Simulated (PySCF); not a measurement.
sulfur dioxide anion (O2S), SMILES O=S=O (connectivity only; charge and spin as stated), charge -1, multiplicity 2.

The structure is a stationary point at r2SCAN-D4/def2-TZVPD. The multiplicity is an assumed one; other spin states were not compared.

These are SMD-M06-2X/def2-SVPD (PySCF) values and carry that method's errors.

Solvation free energies are E(SMD) − E(gas) at the gas-phase geometry, for 1 M in both phases.

Q: Estimate the solvation free energies in water, chlorobenzene, n-hexane. (The exact figures need the calculation; the answer reports its results.)

A: 
```json
[
 {"solvent": "water", "ΔG(solv) (kcal/mol)": "-67.3", "its non-electrostatic (CDS) part": "-0.3"},
 {"solvent": "chlorobenzene", "ΔG(solv) (kcal/mol)": "-47.9", "its non-electrostatic (CDS) part": "-2.1"},
 {"solvent": "n-hexane", "ΔG(solv) (kcal/mol)": "-28.0", "its non-electrostatic (CDS) part": "-2.0"}
]
```
